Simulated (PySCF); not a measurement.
# C₄H₂N radical: EPR parameters at several levels of theory

The runs use PySCF 2.14.0, with density-fitted response routines of our own; the level of theory stands in each step. All values are computed, except where a source is named. Atoms are numbered from 0 throughout.

## Step 1: The molecule as given

7 atoms, charge 0, multiplicity 2; geometry from: GFN2-xTB.

Bonds of the start (Å): C0–C1 1.33, C1–C2 1.24, C2–C3 1.34, C3–N4 1.16, C0–H5 1.08, C0–H6 1.08.

## Step 2: Relaxing the molecule at PBE0-D3(BJ)/def2-TZVP

Job settings and geometry (Å):

```
{"job": {"xc": "PBE0", "basis": "def2-TZVP", "d3": "d3bj", "grid": 2, "kind": "geom"}, "charge": 0, "multiplicity": 2}
C     -2.137720    -0.789370     1.156690
C     -1.022980    -0.380460     0.553710
C      0.014070     0.000890    -0.006150
C      1.133870     0.418830    -0.613120
N      2.100110     0.781180    -1.138110
H     -3.081910    -0.774720     0.640440
H     -2.117690    -1.142260     2.173160
```

Q: Estimate the wall time of this first job on 4 threads of Arm Neoverse V1, shared host.

About 36 s.
